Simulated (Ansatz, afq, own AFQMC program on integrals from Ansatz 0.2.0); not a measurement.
Where AFQMC and coupled cluster stand for AlSiH, triplet

```xyz
3

Si    0.0000    0.0000    2.1008
Al    0.0000    0.0000   -0.2530
H     0.0000    0.0000   -1.8478
```

Connectivity, by distances: Si–AlH.

Basis 6-31G. Noble-gas cores (and the filled d shells of Ga–Kr and In–Xe) are frozen. AFQMC by an in-house program on the Cholesky factors that Ansatz 0.2.0 writes for its CCSD(T) run. ph-AFQMC/CISD is guided by a CISD state made of CCSD amplitudes; releasing the constraint for a short imaginary time cuts its bias at the price of noise, slowly where states lie close. Error bars are statistical, one sigma.

Determinant: ROHF, the one that the program's search chose, which needn't be the lowest solution. The geometry is a PBE0/def2-TZVP stationary point of this or a neighbouring charge and spin state.

Full CI on the same integrals is exact in this basis and with this determinant's frozen core.

```
T1 diagnostic                               : 0.0356
weight of the determinant in the CISD state : 0.893
size of the correlated space                : 8 electrons in 18 orbitals
```

**Question.** Estimate: order these by the size of their error in total energy against full CI, smallest first.
A. CCSD(T)
B. MP2
C. AFQMC with the constraint released
D. CCSDTQ

**Answer.** D (0.01 kcal/mol), C (0.18 ± 0.03 kcal/mol), A (0.85 kcal/mol), B (16.48 kcal/mol).

Reference: full CI, correlation energy -2.409 eV. The released energy is read at 2.40 1/Eh (meV from the phaseless value at times in 1/Eh: -2 ± 3 at 0.24, -10 ± 6 at 0.51, -8.3 ± 2.2 at 0.99, -11.8 ± 1.6 at 1.62, -10.8 ± 1.2 at 2.40).

A walk keeps the symmetry of its determinant, which the program's search chose and which needn't be the lowest solution, so a lower state of the same spin and another symmetry isn't excluded. Released energies are given only where the last usable release times agree within the noise; a slower fall can still hide under it.
